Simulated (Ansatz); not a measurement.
Reaction (SMILES): C#CC → C1=CC1
B3LYP-D3(BJ)/def2-TZVP geometries, fixed; electronic energies without zero-point terms.

Effect of a fitting basis named in the input at HF/aug-cc-pVTZ with Ansatz (a first-principles code), against the last row, where the isomerisation energy is 27.09 kcal/mol. The default fits or decomposes integrals by the program's own choice; accuracy: high also tightens integrals, grids and stops.

```csv
setting,largest shift of a total energy (mEh),shift of the isomerisation energy (kcal/mol)
fitting: def2-SV(P)-JKFIT,0.032,-0.010
fitting: def2-universal-JKFIT,0.032,-0.010
fitting: cc-pVTZ-JKFIT,0.076,-0.011
fitting: cc-pVQZ-JKFIT,0.009,-0.001
fitting: cc-pV5Z-JKFIT,0.005,-0.001
accuracy: high,-0.001,0.000
accuracy: medium (default),0.000,0.000
```

Within 0.02 kcal/mol in the isomerisation energy: fitting: def2-SV(P)-JKFIT; fitting: def2-universal-JKFIT; fitting: cc-pVTZ-JKFIT; fitting: cc-pVQZ-JKFIT; fitting: cc-pV5Z-JKFIT; accuracy: high. The largest shift is 0.076 mEh in a total energy and 0.011 kcal/mol in the difference.
